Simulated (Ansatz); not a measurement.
# H3SSi: the cost of one run

Method: CAM-B3LYP-D4/def2-SVPD; program: Ansatz 0.2.0, Gaussian basis.

### 1 The starting structure

5 atoms, charge 1, spin multiplicity 1.

Atoms are counted from 1 here; the program's logs count them from 0.

Bond lengths: Si1–S2 2.079 Å, Si1–H3 1.448 Å, Si1–H4 1.450 Å, S2–H5 1.344 Å. Angles: S2–Si1–H3 115.7°, S2–Si1–H4 122.6°, H3–Si1–H4 121.7°, Si1–S2–H5 98.5°.

Coordinates:

```tsv
atom	x (Å)	y (Å)	z (Å)
Si1	-0.4021	-0.4895	-0.0928
S2	1.2004	0.5411	0.7395
H3	-0.6109	-1.8336	0.4037
H4	-1.2605	0.0899	-1.1073
H5	1.0731	1.6920	0.0569
```

### 2 The run

File md/in.yaml:

```yaml
crystal:
  periodic: [false, false, false]
  atoms:
    - {symbol: Si, position_ang: [-0.402120, -0.489460, -0.092820]}
    - {symbol: S, position_ang: [1.200410, 0.541080, 0.739540]}
    - {symbol: H, position_ang: [-0.610890, -1.833600, 0.403670]}
    - {symbol: H, position_ang: [-1.260450, 0.089940, -1.107280]}
    - {symbol: H, position_ang: [1.073050, 1.692040, 0.056900]}
basis:
  gaussian: {orbitals: def2-SVPD}
total_charge: 1
hamiltonian: {xc: {name: CAM-B3LYP}, dispersion: d4}
md: {n_steps: 40, timestep: 0.75, temperature: 200, ensemble: nve, seed: 960, initial_velocities: maxwell_boltzmann}
```

Run with:

```console
ansatz run in.yaml --threads 2 --pin off --events-out ev --progress --plain --max-ram 3481MiB
```

**Question.** How long does this run take on 2 threads of Arm Neoverse V2, shared host, and how much memory does it need?

About 38 s, with a peak of 0.15 GiB.
